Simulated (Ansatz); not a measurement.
# C5H7F: the cost of one run

All numbers are computed with Ansatz 0.2.0 through its Python package. Level of theory: r2SCAN/def2-SVP.

## 1. The system

The script builds its own geometries from the SMILES C=CC(F)C=C.

The script holds or builds the structure itself.

## 2. Script

File c5h7f_conformers.py:

```python
"""Conformer energies of C5H7F."""

import ansatz as az
from rdkit import Chem
from rdkit.Chem import AllChem

BASIS_SET = "def2-SVP"
XC = "r2SCAN"

rd = Chem.AddHs(Chem.MolFromSmiles("C=CC(F)C=C"))
ids = list(AllChem.EmbedMultipleConfs(rd, numConfs=20, randomSeed=76, pruneRmsThresh=0.4))
field = [energy for _, energy in AllChem.MMFFOptimizeMoleculeConfs(rd)]
distinct = {round(e, 2): i for i, e in zip(ids, field)}
chosen = sorted(distinct.items())[:5]
found = []
for force_field, index in chosen:
    system = az.Crystal.molecule()
    for atom, xyz in zip(rd.GetAtoms(), rd.GetConformer(index).GetPositions()):
        system = system.atom(atom.GetSymbol(), xyz.round(5).tolist())
    model = system.calculation()
    model = model.basis(gaussian=BASIS_SET)
    model = model.functional(XC)
    found.append(model.run(threads=1).report["free_energy_ev"])
print("conformer   MMFF (kcal/mol)   this level (eV)")
for (force_field, index), e in zip(chosen, found):
    print(f"{index:9d} {force_field - chosen[0][0]:17.2f} {(e - min(found)):17.3f}")
```

## 3. Launch

Command:

```sh
$ python c5h7f_conformers.py
```

What time and memory should one allow on 1 thread of Arm Neoverse V2, shared host?

About 31 s, with a peak of 0.29 GiB.
